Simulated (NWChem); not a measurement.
ethylene (C$_{2}$H$_{4}$); SMILES C=C

All runs: NWChem. Structure relaxed at the PBE0/def2-SVP level. B3LYP is NWChem's, with the RPA form of VWN correlation. Vertical excitations in the gas phase; the lowest state need not have the same character in each row.

```csv
level,"lowest excitation, singlet (eV)",oscillator strength of that lowest state,orbital gap (eV)
"PBE/def2-SVPD, TDA",7.35,0.060,5.77
"B3LYP/def2-SVPD, TDA",…,0.065,…
"PBE0/def2-SVPD, TDA",7.69,0.069,7.99
"BHandHLYP/def2-SVPD, TDA",7.68,0.073,10.05
```

What belongs in the gaps?


- B3LYP/def2-SVPD, TDA, lowest excitation, singlet (eV): 7.42
- B3LYP/def2-SVPD, TDA, orbital gap (eV): 7.48
